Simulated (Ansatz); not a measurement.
Run this with Ansatz 0.2.0, Python API and show what comes out.

The script reads `c2hf2ns.yaml`:
```yaml
crystal:
  periodic: [false, false, false]
  atoms:
    - { symbol: F, position_ang: [1.3558, -0.8626, 1.2111] }
    - { symbol: C, position_ang: [0.1731, -0.6765, 0.4893] }
    - { symbol: F, position_ang: [-0.548, -1.8217, 0.507] }
    - { symbol: "N", position_ang: [0.4767, -0.1596, -0.8658] }
    - { symbol: C, position_ang: [-0.2454, 0.9243, -0.7669] }
    - { symbol: S, position_ang: [-0.764, 0.7961, 0.8612] }
    - { symbol: H, position_ang: [-0.3869, 1.732, -1.4816] }
basis:
  gaussian: { orbitals: cc-pVDZ }
hamiltonian:
  xc: pbe
```

Script `c2hf2ns.py`:
```python
"""Run C2HF2NS from an input written out key by key."""

import ansatz as az

session = az.Session.from_deck("c2hf2ns.yaml")
data = session.plan(threads=1).execute().report

print("reference energy %16.6f eV" % data["reference_energy_ev"])
print("total energy     %16.6f eV" % data["free_energy_ev"])
print("occupied orbitals outside the frozen core (up, down):", data["n_occupied"], " frozen:", data["n_frozen"], " virtual:", data["n_virtual"])
symbols = ["F", "C", "F", "N", "C", "S", "H"]
field = data["mean_field"]
print("<S^2> =", round(abs(field["state"]["spin_squared"]), 4), " all-electron relativity setting:", field["relativity"])
print("passes:", field["passes"])
if "symmetry" in field:
    print("occupied orbitals by irrep:", field["symmetry"]["occupied"])
```

```console
$ python c2hf2ns.py
reference energy    -19834.189848 eV
total energy        -19834.189848 eV
occupied orbitals outside the frozen core (up, down): [27, 27]  frozen: 0  virtual: [66, 66]
<S^2> = 0.0  all-electron relativity setting: none
passes: {'evaluations': 18, 'products': 11}
occupied orbitals by irrep: [{'A': 27}, {'A': 27}]
```

Caveats:
- Total energies depend on the basis set; only differences at equal settings carry meaning.
- The geometry is a force-field or estimated start, not a minimum of this method, and the basis set is short of its limit.
- Hardware and time: 2.5 s on 1 thread of Arm Neoverse V1, on a shared host, peak memory 0.17 GiB.
